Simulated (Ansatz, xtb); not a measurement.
Ranking isomers of H3OSi2

5 gas-phase structures of H3OSi2, found in a search over its isomers (lower ones may exist). Each was relaxed with GFN2-xTB; where two conformers were screened, the lower at r2SCAN-D4/def2-SVP//GFN2-xTB is listed:

A. `[SiH]O[SiH2]`, a doublet
B. `O=[Si][SiH3]`, a doublet
C. a doublet given by its coordinates
D. a doublet given by its coordinates
E. `O=[SiH][SiH2]`, a doublet

D (Å):

```yaml
atoms:
  - { symbol: O, position_ang: [-1.1335, -0.5716, -1.3117] }
  - { symbol: Si, position_ang: [-0.8765, -0.6460, 0.3139] }
  - { symbol: Si, position_ang: [-1.0086, 1.3635, 1.2032] }
  - { symbol: H, position_ang: [-1.3119, 0.2496, -1.7562] }
  - { symbol: H, position_ang: [-0.6907, -2.1087, 0.2541] }
  - { symbol: H, position_ang: [-0.7535, 1.0915, 2.6637] }
```

Close contacts (Å): O1–Si2 1.65, Si2–Si3 2.20, O1–H4 0.95, Si2–H5 1.48, Si3–H6 1.51.

C (Å):

```xyz
6

O    -4.1592    0.5649    1.1561
Si   -3.8508   -0.4535   -0.1011
Si   -1.7248   -1.0538   -0.2681
H    -3.5723    0.9510    1.8016
H    -0.2971   -1.0397    0.1485
H    -1.6406   -1.9369   -1.4509
```

Close contacts (Å): O1–Si2 1.65, Si2–Si3 2.22, O1–H4 0.95, Si3–H5 1.49, Si3–H6 1.48.

Q: Which do you expect lowest at r2SCAN-D4/def2-SVP//GFN2-xTB, and how would the others follow?

A: Calculated order at r2SCAN-D4/def2-SVP//GFN2-xTB: A (0.0), B (4.3), D (7.6), C (9.7), E (12.7) kcal/mol.

Energies above the lowest of each column, in kcal/mol; the last columns are at r2SCAN-D4/def2-SVP geometries and were run for some of them only (a dash: not run or not comparable):

| structure | GFN2-xTB | HF/STO-3G | r2SCAN-D4/def2-SVP//GFN2-xTB | r2SCAN-D4/def2-SVP | CCSD(T)/def2-SVP |
| --- | --- | --- | --- | --- | --- |
| A | 9.7 | 0.0 | 0.0 | 0.0 | 0.0 |
| B | 0.0 | 3.8 | 4.3 | 3.6 | 7.7 |
| D | 26.4 | 36.4 | 7.6 | 4.3 | 11.1 |
| C | 26.2 | 23.9 | 9.7 | 6.9 | – |
| E | 3.6 | 20.5 | 12.7 | – | – |

CCSD(T)/def2-SVP puts A lowest of those it was run on; GFN2-xTB picks B. Flexible structures stand in one conformer each, not always the lowest. Frequencies (r2SCAN-D4/def2-SVP) were run for A, B, D alone. Open shells are spin-unrestricted, some with notable spin contamination.

Over these structures GFN2-xTB departs from r2SCAN-D4/def2-SVP//GFN2-xTB by 10.4 kcal/mol on average once a common shift is removed. A GFN2-xTB relaxation took about 0.45 s and the r2SCAN-D4/def2-SVP//GFN2-xTB energy about 6 s on a shared host (Ansatz 0.2.0, xtb 6.7.1).
